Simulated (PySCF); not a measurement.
Level sweep

Species: 1-pentene, C₅H₁₀.
SMILES: `C=CCCC`

PySCF, dipoles from the SCF density, polarisabilities from static response with core orbitals frozen. One conformer (not necessarily the lowest) at the PBE0-D3(BJ)/def2-SVP geometry, without solvent, vibrations or thermal averaging.

**Question.** How do dipole and polarisability depend on functional and basis here?

**Answer.** 

```csv
level,μ (D),α (Å³),error (%),anisotropy (Å³)
CAM-B3LYP/def2-SVPD,0.420,9.53,-1.3,3.85
wB97X-D/def2-SVPD,0.430,9.54,-1.1,3.83
LC-wPBE/def2-SVPD,0.414,9.27,-4.0,3.72
PBE0/6-31G*,0.370,7.93,-17.8,4.24
PBE0/6-31+G*,0.439,9.04,-6.4,3.89
PBE0/def2-SVP,0.413,8.33,-13.7,4.16
PBE0/aug-cc-pVDZ,0.456,9.85,+2.0,4.05
PBE0/def2-TZVP,0.437,9.34,-3.2,4.20
PBE0/def2-TZVPD,0.454,9.80,+1.5,4.05
```

Reference polarisability: 9.650 Å³ (measured, gas; NIST CCCBDB Release 22 (SRD 101), experimental polarizabilities). The anisotropy is √(½[(α1 − α2)² + (α2 − α3)² + (α3 − α1)²]). For the polarisability, the smallest error is 1.1% (wB97X-D/def2-SVPD) and the largest 17.8% (PBE0/6-31G*). The dipole runs from 0.37 D (PBE0/6-31G*) to 0.46 D (PBE0/aug-cc-pVDZ). With PBE0 the polarisability is 8.53 Å³ without diffuse functions (mean of 6-31G*, def2-SVP and def2-TZVP) and 9.56 Å³ with them (mean of 6-31+G*, aug-cc-pVDZ and def2-TZVPD). Measured values can belong to vibrating molecules and may average over conformers; the computed ones are for one fixed geometry.
